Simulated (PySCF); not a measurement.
Species: [ReOF5]-, F5ORe (charge -1 and doublet state).
SMILES with atom numbers: `[O:1]=[Re-:2]([F:3])([F:4])([F:5])([F:6])[F:7]`
Bond orders are those of one Lewis drawing.

Computed by this run: PBE0-D3(BJ)/def2-SVP geometry optimisation, gas phase, def2 core potentials past Kr in PySCF; unrestricted, density fitting, grid level 1; the optimiser is geomeTRIC in internal coordinates, started from a GFN2-xTB structure with every atom displaced at random (about 0.01 Å).

Geometry at step 5:
```
atom  x, y, z in Å
O1     -0.3059   -1.2842    0.6461
Re2    -0.0163    0.1309   -0.2153
F3      1.5057    0.6140    0.8104
F4     -1.1003    1.2250    0.8922
F5      0.3234    1.7535   -1.2024
F6     -1.4795   -0.0751   -1.4037
F7      1.1196   -0.6812   -1.4971
```

Task: Give the atomic forces at this geometry.

Result: 
```csv
atom,Fx (eV/Å),Fy (eV/Å),Fz (eV/Å)
O1,-0.050,-0.073,0.000
Re2,0.036,0.244,-0.095
F3,0.041,0.047,0.001
F4,-0.010,0.037,0.023
F5,-0.016,-0.161,0.139
F6,-0.051,-0.050,-0.013
F7,0.051,-0.045,-0.054
```

The largest, 0.26 eV/Å, acts on Re2; the rms over all components is 0.082 eV/Å. The forces sum to zero within rounding, as they must for an isolated molecule in no field.

Task: Give the force on Re2 in Eh/bohr and in nN.

Result: 0.265 eV/Å ÷ 51.422 = 0.00515 Eh/bohr, and 0.265 eV/Å × 1.602 = 0.42 nN.

Task: How far is this geometry from the end of the optimisation?

Result: 0.002 eV above it, and 0.007 Å rms away after alignment. The bonds farthest from their final lengths, with half the difference of the two atoms' forces along the bond (positive lengthens):

```tsv
bond	now (Å)	final (Å)	force along bond (eV/Å)
Re2–F5	1.929	1.919	-0.24
Re2–F7	1.895	1.899	+0.05
Re2–F6	1.896	1.899	+0.02
Re2–F4	1.897	1.899	-0.01
O1=Re2	1.682	1.683	+0.17
```

The angle farthest from its final value is O1–Re2–F6, 95.5° against 94.9°.

The cost below is that of the whole optimisation. Hardware: Arm Neoverse V1, one thread, no GPU, shared host with 32 logical CPUs at a one-minute load of 21. Cost: 2.1 min wall, 0.49 GiB resident at most.
